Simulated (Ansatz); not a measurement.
One change: `COCCN` becomes `COCOC`.

Ansatz, PBE0-D4/def2-TZVP geometries, multiplicity 1. Each molecule was computed in one conformer, which needn't be the lowest.

```json
{"property": "HOMO–LUMO gap (PBE0/def2-TZVPP) / eV", "`COCCN`": "7.86"}
{"property": "zero-point energy (PBE0-D4/def2-TZVP) / kJ/mol", "`COCCN`": "332.0"}
{"property": "size of the dipole moment (B3LYP/def2-TZVPP) / D", "`COCCN`": "1.22"}
{"property": "HOMO energy (PBE0/def2-TZVPP) / eV", "`COCCN`": "-6.72"}
{"property": "HOMO energy (B3LYP/def2-TZVPP) / eV", "`COCCN`": "-6.51"}
{"property": "HOMO energy (PBE/def2-TZVPP) / eV", "`COCCN`": "-5.25"}
```

Problem. What does the change do to each property? (An estimate is asked.)

Solution. The calculation gave: 
```tsv
property	`COCOC`	shift
HOMO–LUMO gap (PBE0/def2-TZVPP) / eV	9.34	1.48
zero-point energy (PBE0-D4/def2-TZVP) / kJ/mol	298.5	-33.5
size of the dipole moment (B3LYP/def2-TZVPP) / D	0.23	-0.99
HOMO energy (PBE0/def2-TZVPP) / eV	-7.86	-1.14
HOMO energy (B3LYP/def2-TZVPP) / eV	-7.62	-1.11
HOMO energy (PBE/def2-TZVPP) / eV	-6.23	-0.98
```

With PBE0 the HOMO falls by 1.14 eV and the LUMO rises by 0.35 eV, so the gap widens by about 1.49 eV. PBE moves the HOMO by -0.98 eV and ωB97M-V by -1.17 eV. The zero-point energy changes by -33.5 kJ/mol with -3 modes. Dipoles are sizes alone; their direction can turn.

Positive LUMOs are unbound, so they and the gaps depend on the basis.

B3LYP here is the variant with VWN-RPA as its local correlation; programs differ in this.
